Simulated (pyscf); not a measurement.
F–SiH₂–O–SiH₃ + :HC–F [singlet] → disiloxane (H₃Si–O–SiH₃) + difluorocarbene (F–C:–F) [singlet] (concerted two-bond exchange; singlet surface; F–Si, C–H broken, H–Si, C–F formed). PySCF, gas phase, ωB97X-D3(BJ)/def2-SVP geometries. Energies in kcal/mol from the separated reactants.

```csv
level,barrier,reaction energy
ωB97X-D3(BJ)/def2-TZVP,[?],+15.3
r²SCAN/def2-TZVP,[?],[?]
B3LYP-D3(BJ)/def2-TZVP,40.9,+16.3
PBE0-D3(BJ)/def2-TZVP,35.7,+13.5
ωB97M-D3(BJ)/def2-TZVP,42.2,+15.7
HF/def2-TZVP,69.1,+20.0
```

Question: Fill in the missing entries.

Answer: 
- ωB97X-D3(BJ)/def2-TZVP, barrier: 41.6
- r²SCAN/def2-TZVP, barrier: 33.2
- r²SCAN/def2-TZVP, reaction energy: +13.8

The functionals in the table span 9.0 kcal/mol in this barrier, from r²SCAN to ωB97M-D3(BJ). One saddle was located; it need not be the lowest between these sides. A restricted singlet here is unstable towards spin polarisation, as is usual where a triplet lies low; its energy is less safe.
